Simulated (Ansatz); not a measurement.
# BH₂+ (triplet): the correlation ladder at angle H2–B1–H3 = 108.3°, aug-cc-pVTZ

How much of the correlation energy of BH₂+ (triplet) does each wave-function method recover here?

The runs use Ansatz 0.2.0, Gaussian basis; aug-cc-pVTZ, core rule «outside noble gas», up to 1 orbitals frozen.

Plan: UHF; CCSD(T) on ROHF; CCSD(T) on UHF; BCCD(T) on ROHF; CCSDT(Q) on ROHF; CCSDT(Q) on UHF; CASSCF and NEVPT2, 4 electrons in 6 orbitals; Full CI.

12 further runs of the same task are left out: 2 for a known fault of the program, 7 that didn't finish, 3 set aside as unsound or not needed.

**1. What is computed**

The geometry derives from a PBE0/def2-TZVP stationary point (not a proven minimum). One angle is set to the value named; bond lengths are kept.

3 atoms, charge 1, spin multiplicity 3.

Atoms are counted from 1 here; the program's logs count them from 0.

Bond lengths: B1–H2 1.291 Å, B1–H3 1.291 Å. Angles: H2–B1–H3 108.3°.

Geometry (Å):

```xyz
3
charge 1, multiplicity 3
B     0.00000    0.00000   -0.11882
H     0.00000    1.04633    0.63721
H     0.00000   -1.04633    0.63721
```

**2. UHF**

Input file in.yaml:

```yaml
crystal:
  periodic: [false, false, false]
  atoms:
    - {symbol: B, position_ang: [0.000000, 0.000000, -0.118817]}
    - {symbol: H, position_ang: [0.000000, 1.046328, 0.637207]}
    - {symbol: H, position_ang: [0.000000, -1.046328, 0.637207]}
basis:
  gaussian: {orbitals: aug-cc-pVTZ}
total_charge: 1
magnetization: {spin_polarized: true, initial_magnetization: 2}
hamiltonian: {xc: hf}
output: {orbitals: {seedname: orbitals}}
```

Command:

```
> ansatz run in.yaml --threads 1 --pin off --events-out ev --progress --plain --max-ram 2393MiB
```

Further steps of the session: CCSD(T) on ROHF; CCSD(T) on UHF; BCCD(T) on ROHF; CCSDT(Q) on ROHF; CCSDT(Q) on UHF; CASSCF and NEVPT2, 4 electrons in 6 orbitals; Full CI.

Before running them: what should the planned runs give, taken together? Wanted: FCI below the RHF energy; RMP2 from FCI; UMP2 from FCI; RCCSD from FCI; RCCSD(T) from FCI; UCCSD(T) from FCI; RCCSDT(Q) from FCI; UCCSDT(Q) from FCI; NEVPT2 valence from FCI.

As calculated:

```
                         quantity                                                              value
         FCI below the RHF energy                                                         -2.1825 eV
                    RMP2 from FCI                                                         +504.2 meV
                    UMP2 from FCI                                                         +533.1 meV
                   RCCSD from FCI                                                          +59.7 meV
                RCCSD(T) from FCI                                                          +12.7 meV
                UCCSD(T) from FCI                                                          +12.0 meV
               RCCSDT(Q) from FCI                                                            0.0 meV
               UCCSDT(Q) from FCI                                                           -0.5 meV
          NEVPT2 valence from FCI                                                         +236.3 meV
levels within 1 kcal/mol (43 meV)  RCCSD(T), UCCSD(T), BCCD(T), RCCSDT, UCCSDT, RCCSDT(Q), UCCSDT(Q)
                    T1 diagnostic                                                              0.027
   effectively unpaired electrons                                                               2.02
```

**Reading.** RCCSD(T) misses by +12.7 meV, 0.6 % of the correlation energy. One determinant dominates. These misses are within one basis, not against nature; the frozen cores of restricted and unrestricted runs differ, which can shift their rows.
